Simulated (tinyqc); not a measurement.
Stretching all distances: RHF, UHF, MP2, CISD and CCSD against full CI in the sto-3g basis, for HF, spin multiplicity 1. Computed by the program tinyqc with PySCF. All coordinates are multiplied by the scale. c0^2 is the weight of the RHF determinant in the lowest singlet FCI state (UHF is spin-contaminated and may lie near states of higher spin) and n(LUMO) the first natural occupation beyond the occupied space.

Geometry (angstrom):
```
atom       x       y       z
F     0.0000  0.0000  0.0000
H     0.0000  0.0000  0.7960
```

Full CI energy (hartree) and errors against it (kcal/mol):
```
scale  distance 1-2 (angstrom)     E(FCI)      RHF     UHF     MP2   CISD   CCSD  <S^2> UHF   c0^2  n(LUMO)
0.950                    0.756  -98.51001    9.857   9.857   2.767  0.000  0.000      0.000  0.993    0.014
1.160                    0.923  -98.59776   16.523  16.523   5.464  0.000  0.000      0.000  0.984    0.031
1.570                    1.250  -98.56843   38.933  37.411  15.951  0.000  0.000      0.191  0.940    0.119
1.780                    1.417  -98.53471   55.890  34.280  24.276  0.000  0.000      0.596  0.896    0.205
1.990                    1.584  -98.50557   76.258  24.350  33.980  0.000  0.000      0.796  0.838    0.321
2.190                    1.743  -98.48502   97.731  15.465  43.231  0.000  0.000      0.894  0.775    0.446
2.400                    1.910  -98.47092  120.585   8.811  51.066  0.000  0.000      0.947  0.711    0.575
2.610                    2.078  -98.46266  141.915   4.751  55.301  0.000  0.000      0.973  0.655    0.686
```

Estimate the missing row, scale = 1.36.

Computed row:
```
scale  distance 1-2 (angstrom)     E(FCI)     RHF     UHF    MP2   CISD   CCSD  <S^2> UHF   c0^2  n(LUMO)
1.360                    1.083  -98.59738  25.737  25.737  9.610  0.000  0.000      0.000  0.969    0.062
```

UHF parts from RHF first at scale 1.57 of those listed, where <S^2> leaves zero. The weight c0^2 goes from 0.99 to 0.66 and n(LUMO) from 0.01 to 0.69: static correlation grows as the bonds break into open-shell fragments. The spread of the error along the curve, which distorts its shape, is CISD 0.0, CCSD 0.0, UHF 32.7, MP2 52.5, RHF 132.1 kcal/mol. With one virtual orbital CISD and CCSD are exact.
